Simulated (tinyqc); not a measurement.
Orbital energy against energy difference: ionisation energy by orbital energies and by energy differences in the cc-pvdz basis, for H2O, spin multiplicity 1. Computed by the program tinyqc with PySCF. The cation is unrestricted; errors are against CCSD(T) in this basis, not against experiment.

Geometry (angstrom):
```
atom       x        y       z
O     0.0000   0.0000  0.0000
H     0.0000   0.7100  0.6060
H     0.0000  -0.7720  0.6590
```

CCSD(T) difference in the same basis = 11.9381 eV

IP-EOM-CCSD = 11.7767 eV

First vertical ionisation energy (eV):
```
method     -e(HOMO)  E(cation) - E  error of -e(HOMO)  error of the difference
HF          13.4479      10.721181             1.5099                  -1.2169
LDA          6.2131      12.604907            -5.7250                   0.6669
PBE          6.1312      12.269068            -5.8069                   0.3310
PBE0         8.2181      12.181312            -3.7200                   0.2433
CAM-B3LYP    9.7447      12.288744            -2.1934                   0.3507
LC-wPBE     11.2046      12.334928            -0.7334                   0.3969
```

Estimate the missing row, method = B3LYP.

Computed row:
```
method  -e(HOMO)  E(cation) - E  error of -e(HOMO)  error of the difference
B3LYP     7.8541      12.301174            -4.0839                   0.3631
```

Koopmans errs by +1.51 eV and Delta-HF by -1.22 eV: relaxation, 2.73 eV, lowers the value and the missing correlation difference works against it. The PBE level is off by -5.8 eV through the wrong tail of its potential, though its energy difference is off by +0.33 eV; exact exchange deepens the level, and among the orbital energies LC-wPBE comes closest; among the differences PBE0 does.
